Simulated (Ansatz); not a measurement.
**How far each method lies from RCCSDTQ for C$_{3}$H$_{4}$, singlet**

Geometry: MP2(full)/6-31G*, from the G2/97 set.

```csv
atom,x (Å),y (Å),z (Å)
C,0.0000,0.0000,0.8790
C,0.0000,-0.6505,-0.4781
C,0.0000,0.6505,-0.4781
H,0.9124,0.0000,1.4771
H,-0.9124,0.0000,1.4771
H,0.0000,-1.5841,-1.0177
H,0.0000,1.5841,-1.0177
```

Basis cc-pVDZ; Ansatz 0.2.0. Correlated methods freeze the noble-gas cores, which leaves 16 electrons in 59 orbitals. R marks a restricted (for open shells ROHF) determinant.

Full CI isn't at hand for all of this; RCCSDTQ serves as the reference, and is uncertain by about the last step of the cluster series.

The UHF ⟨S²⟩ is 0.000. The T1 diagnostic (RCCSD) is 0.0091 and the largest doubles amplitude (RCCSD) is 0.106.

```csv
level,E − E(RHF) (eV)
RMP2,-10.9196
RCCSD,-11.7280
RCCSD(T),-12.1684
```

(1) Estimate how far RCCSDTQ in cc-pVDZ lies from RCCSD(T). The table doesn't fix it; the size of (T) and the diagnostics are the guide.

(1) RCCSDTQ in cc-pVDZ lies 44 meV below RCCSD(T), which is 10 % of the (T) step (-440 meV). The diagnostics are small and the rest is a small part of (T), but (T) is large here. The miss exceeds 1 kcal/mol.

The other levels:

```json
{"level": "RCCSDT", "E − E(RCCSDTQ) (meV)": "31", "share of correlation (%)": "99.75", "wall time": "–"}
{"level": "RCCSDT(Q)", "E − E(RCCSDTQ) (meV)": "-4", "share of correlation (%)": "100.03", "wall time": "8 s (H100)"}
```

The correlation energy at RCCSDTQ, counted from RHF, is -12.212 eV. That run took 7.2 min on 5 threads of AMD EPYC 7R13 with a whole H100 80 GB, shared host.

Times hold each run's SCF and search for its determinant on a shared host, so for small cases they say little of a method's own cost; rows without a card ran on 1 thread of AMD EPYC 7R13.

Atomization energy (electronic, same basis, no zero-point term; atoms at the same level, unrestricted beside the R rows where the molecule is a closed shell, with restricted open-shell steps beyond CCSDT(Q)) at RCCSDTQ: 2631.0 kJ/mol. Errors of other levels:

```tsv
level	error (kJ/mol)
RHF	-594.3
RMP2	51.6
RCCSD	-36.9
RCCSD(T)	-1.7
RCCSDT	-2.9
RCCSDT(Q)	0.2
```

This basis is far from its limit, so the value isn't to be set against a measured one.
